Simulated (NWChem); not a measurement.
System: CH$_{2}$Cl$_{2}$ cation, doublet; SMILES of the neutral closed-shell parent ClCCl

```xyz
5

Cl     1.4800     0.0000     0.1840
C      0.0000     0.0000    -0.6748
Cl    -1.4800     0.0000     0.1840
H      0.0000     0.8675    -1.3908
H      0.0000    -0.8675    -1.3908
```
Atoms are numbered in this order, from 1.

Program: NWChem. Spin-unrestricted. In the optimisation the excess spin sits in b2 (C2v, its own frame). Coordinates come from a PBE0/def2-SVP, spin-unrestricted optimisation. The spin multiplicity was typed, not searched, and may not be the lowest. No stability test was run on the SCF state. Fermi-contact couplings, non-relativistic, static geometry.

For level CAM-B3LYP/IGLO-II:

- A(iso) 13C atom 2 (MHz) = -41.6
- A(iso) 35Cl atom 3 (MHz) = 4.8

### Question
What are these values for level TPSSh/IGLO-II?

### Answer
The A(iso) 13C atom 2 (MHz) is -51.0 and the A(iso) 35Cl atom 3 (MHz) is 14.2.
